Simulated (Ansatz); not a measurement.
One change: `CC(O)(O)O` becomes `OC(O)(O)O`.

Ansatz, PBE0-D4/def2-TZVP geometries, multiplicity 1. Each molecule was computed in one conformer, which needn't be the lowest.

```tsv
property	`CC(O)(O)O`
size of the dipole moment (ωB97M-V/def2-TZVPP) / D	1.63
LUMO energy (PBE0/def2-TZVPP) / eV	0.69
size of the dipole moment (B3LYP/def2-TZVPP) / D	1.62
LUMO energy (B3LYP/def2-TZVPP) / eV	0.30
LUMO energy (ωB97M-V/def2-TZVPP) / eV	2.09
HOMO energy (ωB97M-V/def2-TZVPP) / eV	-10.82
```

**Question.** What does the change do to each property? (Best estimate.)

**Answer.** The calculation gave: 
```
                                          property  `OC(O)(O)O`  shift
size of the dipole moment (ωB97M-V/def2-TZVPP) / D         0.00  -1.63
                LUMO energy (PBE0/def2-TZVPP) / eV         0.89   0.20
  size of the dipole moment (B3LYP/def2-TZVPP) / D         0.00  -1.62
               LUMO energy (B3LYP/def2-TZVPP) / eV         0.46   0.16
             LUMO energy (ωB97M-V/def2-TZVPP) / eV         2.29   0.20
             HOMO energy (ωB97M-V/def2-TZVPP) / eV       -11.31  -0.49
```

With PBE0 the HOMO falls by 0.48 eV and the LUMO rises by 0.20 eV, so the gap widens by about 0.68 eV. PBE moves the HOMO by -0.45 eV and ωB97M-V by -0.49 eV.

B3LYP here is the variant with VWN-RPA as its local correlation; programs differ in this.
